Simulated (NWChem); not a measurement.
The numbers come from NWChem runs, not from measurements. System: methylamine (CH5N), charge 0, spin multiplicity 1, at a geometry optimised with B3LYP/def2-SVP. Level: G0W0@PBE0/def2-SVP, RI basis def2-svp-rifit.

The NWChem input:

```
start mol
memory heap 200 mb stack 700 mb global 1700 mb
geometry units angstroms nocenter noautoz
  C     -0.087915     0.695101     0.000000
  N      0.198482    -0.732187     0.000000
  H      0.372141     1.167862    -0.883478
  H      0.372141     1.167862     0.883478
  H     -1.162869     0.979839     0.000000
  H     -0.221649    -1.180431    -0.814639
  H     -0.221649    -1.180431     0.814639
  symmetry group Cs
end
basis spherical
  * library def2-svp
end
basis "ri basis" bse spherical
  * library def2-svp-rifit
end
dft
  xc pbe0
  iterations 100
  direct
  tolerances tight
end
task dft energy
gw
  states alpha occ 4 vir 2
end
task dft gw
```

NWChem printed:

```
             Northwest Computational Chemistry Package (NWChem) 7.3.0
             --------------------------------------------------------

                                NWChem Input Module
                                -------------------

 Scaling coordinates for geometry "geometry" by  1.889725989
 (inverse scale =  0.529177249)

 Turning off AUTOSYM since
 SYMMETRY directive was detected!

                             Geometry "geometry" -> ""
                             -------------------------

 Output coordinates in angstroms (scale by  1.889725989 to convert to a.u.)

  No.       Tag          Charge          X              Y              Z
 ---- ---------------- ---------- -------------- -------------- --------------
    1 C                    6.0000    -0.08791500     0.69510100     0.00000000
    2 N                    7.0000     0.19848200    -0.73218700     0.00000000
    3 H                    1.0000     0.37214100     1.16786200    -0.88347800
    4 H                    1.0000     0.37214100     1.16786200     0.88347800
    5 H                    1.0000    -1.16286900     0.97983900     0.00000000
    6 H                    1.0000    -0.22164900    -1.18043100    -0.81463900
    7 H                    1.0000    -0.22164900    -1.18043100     0.81463900

 Effective nuclear repulsion energy (a.u.)      41.8962993091

            Nuclear Dipole moment (a.u.)
            ----------------------------
        X                 Y               Z
 ---------------- ---------------- ----------------
    -0.0000018897    -0.0000037795     0.0000000000

      Symmetry information
      --------------------

 Group name             Cs
 Group number              2
 Group order               2
 No. of unique centers     5

      Symmetry unique atoms

     1    2    3    5    6


 Summary of "ao basis" -> "" (spherical)
 ------------------------------------------------------------------------------
       Tag                 Description            Shells   Functions and Types
 ---------------- ------------------------------  ------  ---------------------
 *                          def2-svp                  on all atoms
[...]
           0.000000000000           0.000000000000          79.146112980481

     Multipole analysis of the density
     ---------------------------------

     L   x y z        total         alpha         beta         nuclear
     -   - - -        -----         -----         ----         -------
     0   0 0 0     -0.000000     -9.000000     -9.000000     18.000000

     1   1 0 0     -0.532699     -0.266348     -0.266348     -0.000002
     1   0 1 0     -0.006541     -0.003268     -0.003268     -0.000004
     1   0 0 1     -0.000000     -0.000000     -0.000000      0.000000

     2   2 0 0    -11.475187     -9.397289     -9.397289      7.319392
     2   1 1 0      1.359922      2.699154      2.699154     -4.038386
     2   1 0 1     -0.000000     -0.000000     -0.000000      0.000000
     2   0 2 0     -9.776959    -28.326088    -28.326088     46.875217
     2   0 1 1     -0.000000     -0.000000     -0.000000      0.000000
     2   0 0 2     -9.312656     -9.813552     -9.813552     10.314448

 Task  times  cpu:        0.6s     wall:        0.6s

                                NWChem Input Module
                                -------------------

                                 NWChem GW Module
                                 ----------------

                             ***********************
                             ***        GW       ***
                             ***********************

 Summary of "ri basis" -> "ri basis" (spherical)
 ------------------------------------------------------------------------------
       Tag                 Description            Shells   Functions and Types
 ---------------- ------------------------------  ------  ---------------------
 C                       def2-svp-rifit             16       48   6s5p4d1f
 N                       def2-svp-rifit             16       48   6s5p4d1f
 H                       def2-svp-rifit              6       14   3s2p1d

                 Memory Information
                 ------------------
          Available GA per process is          1700.0 MBs
          Available stack per process is        700.0 MBs
          Available heap per process is           0.0 MBs

          Peak memory in Initialization
              Peak GA per process is                  1.0 MBs
              Peak stack per process is               0.0 MBs
              Peak heap per process is                1.0 MBs
              Memory not in MA per process            0.0 MBs

          Peak memory in AFF Calculation
              Peak GA per process is                  2.4 MBs
              Peak stack per process is               1.2 MBs
              Peak heap per process is                0.0 MBs
              Memory not in MA per process            1.2 MBs

          Computing 2-center integrals
          Computing Inverse Cholesky factor
          Computing 3-center integrals
          Computing V_xc ...

          Computing Sigma_x
          Computing RPA polarizability
          Solving quasiparticle equations

                  Alpha Orbitals
          State     Energy (eV)     Error (eV)
          -----------------------------------
@GW         6        -14.802           0.002
@GW         7        -13.796           0.002
@GW         8        -12.952           0.002
@GW         9         -8.946           0.002
@GW        10          4.242           0.005
@GW        11          5.384           0.005

   Applying  -2.4340 eV scissor-shift to rest of particle states

   Applying   2.3082 eV scissor-shift to rest of hole states

     GW Timing Statistics
   ------------------------
   Init.   :          0.0s
     ERIs  :          0.1s
     Distr.:          0.0s
     Vxc   :          0.1s
   Sigma_x :          0.0s
   RPA     :          0.0s
   Wmn     :          0.0s
   Sigma_c :          0.0s
   GW total:          0.2s

 Task  times  cpu:        0.2s     wall:        0.2s

 Total times  cpu:        0.8s     wall:        0.8s
```
